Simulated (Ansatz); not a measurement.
System: dimethylether, C₂H₆O, charge 0, multiplicity 1. 
Structure (B3LYP-D3(BJ)/def2-TZVP (Ansatz, a first-principles code) minimum search):
```xyz
9

C      0.0048     1.1709    -0.2006
O      0.0068     0.0028     0.5882
C     -0.0092    -1.1727    -0.1892
H      0.0177     2.0231     0.4773
H      0.8882     1.2176    -0.8515
H     -0.8928     1.2283    -0.8310
H     -0.0065    -2.0184     0.4970
H     -0.9074    -1.2256    -0.8191
H      0.8735    -1.2363    -0.8396
```

Basis-set convergence of Hartree-Fock and CCSD(T) correlation energies (hartree) with Ansatz. Cores are frozen in the correlated levels unless marked. No spin-orbit coupling. No relativistic terms.

```json
[
 {"basis": "aug-cc-pVDZ", "functions": "123", "E(HF)": "-154.08677", "E(corr, CCSD(T))": "-0.55788"},
 {"basis": "aug-cc-pVTZ", "functions": "276", "E(HF)": "[?]", "E(corr, CCSD(T))": "[?]"}
]
```

### Question
Fill in the missing entries.

### Answer

- aug-cc-pVTZ, E(HF): -154.12872
- aug-cc-pVTZ, E(corr, CCSD(T)): -0.66155
